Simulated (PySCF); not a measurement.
SMILES C[O], doublet, B3LYP/def2-SVP optimised geometry.

```
5

C     -0.44    -0.25     0.00
O      0.92    -0.25     0.00
H     -0.92    -0.80     0.83
H     -0.81     0.80     0.00
H     -0.81    -0.65    -0.97
```

Density from unrestricted B3LYP/def2-TZVP run with PySCF at that geometry.

Minimum of the electron density along straight lines between bonded atoms, close to the bond critical point (lines longer than 1.1 times the sum of covalent radii, or with two minima, are not listed):

| bond | length / Å | ρ at the minimum / e bohr⁻³ | ∇²ρ there / e bohr⁻⁵ | position (fraction from the first atom) |
|---|---|---|---|---|
| C1–O2 | 1.355 | [?] | [?] | 0.35 |
| C1–H3 | 1.111 | 0.275 | [?] | 0.65 |
| C1–H4 | 1.116 | 0.263 | -0.88 | 0.65 |
| C1–H5 | 1.116 | 0.264 | -0.88 | 0.65 |

Problem. Fill in the missing entries.

Solution. 
- C1–O2, ρ at the minimum / e bohr⁻³: 0.304
- C1–O2, ∇²ρ there / e bohr⁻⁵: -0.67
- C1–H3, ∇²ρ there / e bohr⁻⁵: -0.95
